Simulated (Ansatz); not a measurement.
`C=C(C)C(N)=O` + H₂ → `NC=O` + propene at 500 K and 1 bar (hydrogenolysis of a C–C bond).

Isolated molecules relaxed with PBE0-D4/def2-TZVP in Ansatz; ΔE leaves out vibrations. CCSD(T)/CBS is the MP2 limit (def2-TZVPP, def2-QZVPP) plus CCSD(T) − MP2 in def2-TZVPP, frozen cores. This one scheme is used for every species. One conformer a species, not always the lowest.

```csv
species,CCSD(T)/CBS energy (Eh),H − E (kJ/mol),S (J/(mol·K))
`C=C(C)C(N)=O`,-286.29595,330.4,406.7
H₂,-1.17544,41.0,145.5
`NC=O`,-169.73435,144.8,288.7
`C=CC`,-117.74610,238.4,304.6
```

H − E and S are ideal-gas, rigid-rotor, harmonic terms from PBE0-D4/def2-TZVP, for one conformer and one mirror image of each species. The MP2-based limit puts H₂ 0.8 mEh under its directly extrapolated value; such offsets cancel only in part. 1 Eh = 2625.50 kJ/mol, R = 8.31446 J/(mol·K).

Question: By hand: ΔE, ΔH, ΔS and ΔG.

Answer: ΔE = (-169.73435) + (-117.74610) − (-286.29595) − (-1.17544) = -0.00906 Eh = -23.8 kJ/mol. Δ(H − E) = 144.8 + 238.4 − 330.4 − 41.0 = 11.8, so ΔH = -12.0 kJ/mol. ΔS = 288.7 + 304.6 − 406.7 − 145.5 = 41.1 J/(mol·K). ΔG = -12.0 − 500 × (41.1)/1000 = -32.5 kJ/mol.

Question: By hand: the equilibrium constant, and the temperature at which ΔG would vanish if ΔH and ΔS stayed fixed.

Answer: log₁₀ K = −ΔG/(RT ln 10) = 3.4. ΔH and −TΔS have one sign here, so there is no such temperature.

TΔS isn't small against ΔH here. A doubt of 5 kJ/mol in ΔE shifts log₁₀ K by 0.5 here. Other conformers and mirror images would add mixing entropy, several J/(mol·K) or more a flexible species. These are equilibria of isolated gas molecules and say nothing of rates. Largest T1 diagnostic: 0.016 (customary marks: 0.02 for closed shells, 0.045 for open ones).
